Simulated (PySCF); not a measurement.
PySCF job for chlorine (Cl2), SMILES ClCl, PBE0/pcJ-2. The structure is a stationary point at PBE0-D3(BJ)/def2-TZVPD.

```python
import numpy as np
from pyscf import gto, scf, dft
from pyscf.prop.ssc import rks as ssc

mol = gto.M(
    atom='''
    Cl    0.00000000    0.00000000   -0.99006364
    Cl    0.00000000    0.00000000    0.99006364
    ''',
    basis='pcJ-2',
    charge=0,
    spin=0,
    max_memory=1600,
    verbose=3,
)
mf = dft.RKS(mol, xc='pbe0')
mf.grids.level = 3
mf.conv_tol = 1e-10
mf.max_cycle = 100
mf.kernel()
j = ssc.SSC(mf)
j.with_fcsd = True
j.max_cycle_cphf = 80
j.conv_tol = 1e-7
e11 = j.kernel()
```

Program output:

```
converged SCF energy = -918.256822281445
Reduced spin-spin coupling constant K (Hz)
               #0        #1
        0 Cl   0.00000
        1 Cl 410.92137   0.00000
Spin-spin coupling constant J (Hz)
               #0        #1
        0 Cl   0.00000
        1 Cl 123.36359   0.00000
```

The calculation finished and met its thresholds.

Cost: around 13 core-seconds (rough).
